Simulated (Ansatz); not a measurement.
The cluster Si3 was relaxed with PBE-D4 (def2-TZVP) in Ansatz in these states: neutral singlet, neutral triplet. The geometries follow in no particular order.

A:

| atom | x (Å) | y (Å) | z (Å) |
| --- | --- | --- | --- |
| Si1 | 0.704 | -0.344 | -0.775 |
| Si2 | 0.416 | 1.372 | 0.553 |
| Si3 | -1.120 | -1.028 | 0.223 |

B:

Cartesian coordinates in Å:
```
Si 0.2559 0.5342 -1.1844
Si -0.0880 -1.3138 0.1288
Si -0.1678 0.7797 1.0557
```

**Question.** Judge from the bond lengths which geometry belongs to which state (an estimate).

**Answer.** A is the neutral singlet (Si1–Si3 2.189 Å, Si1–Si2 2.189 Å); B is the neutral triplet (Si1–Si3 2.293 Å, Si1–Si2 2.293 Å).
